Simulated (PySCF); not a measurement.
## Beryllium: a sound run and one with changed settings

Sound run: Be [He] 2s2, Be+ [He] 2s1. All numbers are calculated (PySCF 2.14, no relativity, point nucleus, in cc-pVDZ (3s2p1d, 14 functions)). The sound run starts from symmetry-adapted Hartree-Fock orbitals and uses a fine grid where one is needed.

Changed run: 26 angular points. This setting is unsound on purpose.

| species | method | sound run (hartree) | changed run (hartree) | converged |
| --- | --- | --- | --- | --- |
| Be | UHF | -14.57234 | -14.57234 | yes |
| Be | BP86 | -14.65734 | -14.65734 | yes |
| Be | MN15 | -14.65743 | -14.65743 | yes |
| Be+ | UHF | -14.27544 | -14.27544 | yes |
| Be+ | BP86 | -14.32093 | -14.32093 | yes |
| Be+ | MN15 | -14.32695 | -14.32695 | yes |

Ionisation energy of Be:

```csv
method,sound run (eV),changed run (eV)
UHF,8.079,8.079
BP86,9.154,9.154
MN15,8.993,8.993
```

Here the setting changes nothing at the digits shown.

For comparison, NIST gives 9.323 eV between the lowest levels.
